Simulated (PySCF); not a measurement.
Cartesian coordinates (Å):
SMILES: C[O]
```xyz
5

C     -0.0306     0.0135    -0.0421
O      1.3065    -0.0167     0.1753
H     -0.3646    -0.6916    -0.8175
H     -0.4223     1.0254    -0.2221
H     -0.4889    -0.3306     0.9064
```
Charge 0, spin multiplicity 2.

Question: Give the highest occupied spin orbital, total energy and dipole moment at the level PBE0-D3(BJ)/def2-TZVP run with PySCF.

Answer: 
```yaml
highest_occupied_spin_orbital: -7.73 eV
total_energy: -114.9693 Ha
dipole_moment: 2.02 D
```
